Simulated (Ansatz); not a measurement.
## Structure relaxation of ZrC3

These are results of DFT PBE, scalar-relativistic, plane waves, PAW in Ansatz 0.2.0, not measurements. Cutoff 420 eV, Γ-centred k mesh, Gaussian smearing, no spin polarisation in the final step.

This is the end of a relaxation of cell and atoms.

```yaml
crystal:
  lattice:
    - [2.23156, 1.28839, 2.61738]
    - [-2.23156, 1.28839, 2.61738]
    - [0.00000, -2.57678, 2.61738]
  atoms:
    - { symbol: Zr, position: [0.00000, 0.00000, 0.00000] }
    - { symbol: C, position: [0.50000, 0.31040, 0.68960] }
    - { symbol: C, position: [0.31040, 0.68960, 0.50000] }
    - { symbol: C, position: [0.68960, 0.50000, 0.31040] }
```

Energies over the elements count from the elements' standard structures at the same level, with no empirical corrections.

(1) What space group does it have?

(2) What is its formation energy per atom?

(3) Is it a metal?

Answers

(1) R32 (No. 155). Conventional cell: a = 4.463 Å, c = 7.852 Å. Zr is coordinated by 6 C at 2.30 Å; C has 2 C at 1.47 Å.

(2) 0.55 eV/atom.

(3) Yes, bands cross the Fermi level on the 12×12×12 mesh.

The final run used a 12×12×12 mesh on its 4-atom cell and 0.10 eV smearing. The k mesh leaves about 4 meV/atom of noise in metals. The cell came from a trial start, so ZrC3 may not exist in this structure.

Cost: 2 runs of about 2.1 core-minutes in all, on AMD EPYC 7R43 (Zen 3) (shared hosts).